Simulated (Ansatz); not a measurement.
```yaml
crystal:
  periodic: [false, false, false]
  atoms:
    - {symbol: C, position_ang: [-0.762248, -1.120252, 0.103819]}
    - {symbol: C, position_ang: [0.201823, 0.057119, -0.141132]}
    - {symbol: F, position_ang: [1.332865, -0.835551, -1.061197]}
    - {symbol: C, position_ang: [0.720863, 1.163399, 0.643148]}
    - {symbol: O, position_ang: [-0.087625, 1.302346, -1.079086]}
    - {symbol: H, position_ang: [-1.746759, -0.547530, 0.516738]}
    - {symbol: H, position_ang: [-0.227427, -1.867114, 0.856197]}
    - {symbol: H, position_ang: [-1.056170, -1.392073, -0.948909]}
    - {symbol: H, position_ang: [0.135760, 1.588220, 1.302781]}
    - {symbol: H, position_ang: [1.845458, 1.182502, 0.430055]}
basis:
  gaussian: {orbitals: def2-TZVP}
hamiltonian: {xc: {name: BLYP}}
output: {forces: true}
```

```sh
$ ansatz run in.yaml --threads 4 --pin off --events-out ev --progress --plain --max-ram 10444MiB
```

Output, abridged:

```
Functional definition: BLYP
1067 factors; their error is unknown
mean field evaluation 1: about -7944.9158 eV, gradient 6.4e1 eV
mean field evaluation 2: about -7935.4022 eV, gradient 9.0e1 eV
mean field evaluation 4: about -7953.0425 eV, gradient 1.7e1 eV
mean field evaluation 8: about -7953.6121 eV, gradient 1.3e-1 eV
mean field evaluation 16: about -7953.5650 eV, gradient 1.1e-2 eV
mean field -7953.56499636 eV, -292.2881224961 hartree, gradient 4.9e-6 eV, S^2 0.000000; 0 other end points of the search recorded, 0 dependent functions left out
reference -7953.56532138 eV, -292.2881344405 hartree; 20, 20 occupied and 165, 165 virtual orbitals, 1067 factors
Total energy: -7953.56532138 eV, -292.2881344405 hartree
Atom 0 at    -0.762248    -1.120252     0.103819 Å, force    -0.974135     2.598836     0.726815 eV/Å
Atom 1 at     0.201823     0.057119    -0.141132 Å, force     0.101956    -0.242088    -4.279047 eV/Å
Atom 2 at     1.332865    -0.835551    -1.061197 Å, force    -1.111739     1.759270     1.951836 eV/Å
Atom 3 at     0.720863     1.163399     0.643148 Å, force     3.878052    -3.291752    -6.890472 eV/Å
Atom 4 at    -0.087625     1.302346    -1.079086 Å, force     1.338809    -3.037966     4.918011 eV/Å
Atom 5 at    -1.746759    -0.547530     0.516738 Å, force     1.860930    -1.652536    -0.243945 eV/Å
Atom 6 at    -0.227427    -1.867114     0.856197 Å, force    -1.475758     1.197118    -1.763349 eV/Å
Atom 7 at    -1.056170    -1.392073    -0.948909 Å, force     0.426443    -0.737290     1.180317 eV/Å
Atom 8 at     0.135760     1.588220     1.302781 Å, force    -2.515074     2.495582     3.517192 eV/Å
Atom 9 at     1.845458     1.182502     0.430055 Å, force    -1.529485     0.910826     0.882643 eV/Å
Dipole moment:    -0.218472     0.050060     0.830985 e Å
```

It took 1.5 s on 4 threads of an Arm Neoverse V1 on a shared host, with 0.19 GiB of host memory at the peak.
